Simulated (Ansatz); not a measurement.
**Al₃H (singlet): wave-function methods side by side, cc-pVDZ**

One table from this session's results is given with a row withheld; the runs are named, their logs left out.

Program: Ansatz 0.2.0, Gaussian basis. Level of theory: cc-pVDZ, core rule «outside noble gas», up to 15 orbitals frozen. These are calculated values, not measurements.

The runs, in order: UHF; CCSD(T) on RHF; CCSD(T) on UHF; BCCD(T) on RHF; CISD; CCSDT(Q) on RHF; CCSDT(Q) on UHF; CCSDTQ on RHF.

4 further runs of the same task are left out: 4 set aside as unsound or not needed. Runs told in other sessions of the task aren't counted.

## The geometry

The geometry is a PBE0/def2-TZVP stationary point (not a proven minimum).

4 atoms, charge 0, spin multiplicity 1.

Atoms are counted from 1 here; the program's logs count them from 0.

Bond lengths: Al1–Al2 2.547 Å, Al1–Al3 2.547 Å, Al1–H4 1.599 Å, Al2–Al3 2.395 Å. Angles: Al2–Al1–Al3 56.1°, Al2–Al1–H4 152.0°, Al3–Al1–H4 152.0°, Al1–Al2–Al3 62.0°, Al1–Al3–Al2 62.0°.

Geometry (Å):

```csv
atom,x (Å),y (Å),z (Å)
Al1,0.0000,0.0000,1.4605
Al2,0.0000,1.1975,-0.7874
Al3,0.0000,-1.1975,-0.7874
H4,0.0000,0.0000,3.0592
```

Set-up of the first run:

in.yaml

```yaml
crystal:
  periodic: [false, false, false]
  atoms:
    - {symbol: Al, position_ang: [0.000000, 0.000002, 1.460462]}
    - {symbol: Al, position_ang: [0.000000, 1.197487, -0.787372]}
    - {symbol: Al, position_ang: [0.000000, -1.197488, -0.787370]}
    - {symbol: H, position_ang: [0.000000, 0.000003, 3.059176]}
basis:
  gaussian: {orbitals: cc-pVDZ}
magnetization: {spin_polarized: true, initial_magnetization: 0}
hamiltonian: {xc: hf}
output: {orbitals: {seedname: orbitals}}
```

Command:

```bash
> ansatz run in.yaml --threads 1 --pin off --events-out ev --progress --plain --max-ram 4096MiB --backend cpu
```

Steps of the session up to this table: UHF; CCSD(T) on RHF; CCSD(T) on UHF; BCCD(T) on RHF; CISD; CCSDT(Q) on RHF; CCSDT(Q) on UHF; CCSDTQ on RHF.

One table of the session follows, with a row left open; its other results are not shown here.

It belongs to the step «Misses and costs». 

```
   method  from RCCSDTQ (kJ/mol)
      RHF                 +627.5
      UHF                 +588.3
     RMP2                 +121.0
     CISD                      ?
    RCCSD                  +52.1
 RCCSD(T)                   +8.7
  BCCD(T)                   +8.4
   RCCSDT                   +5.4
RCCSDT(Q)                   -0.1
  RCCSDTQ                      0
```

**Question.** Estimate the row for CISD.

As computed: from RCCSDTQ (kJ/mol): +120.9. In the column «from RCCSDTQ (kJ/mol)» it lies between RCCSD (+52.1) and RMP2 (+121.0).

Caveats from the session: The determinant of HF (⟨S²⟩ 1.21) is far from a pure spin state, so its energy mixes those of several spin states; that is harmless only where they are near-degenerate.
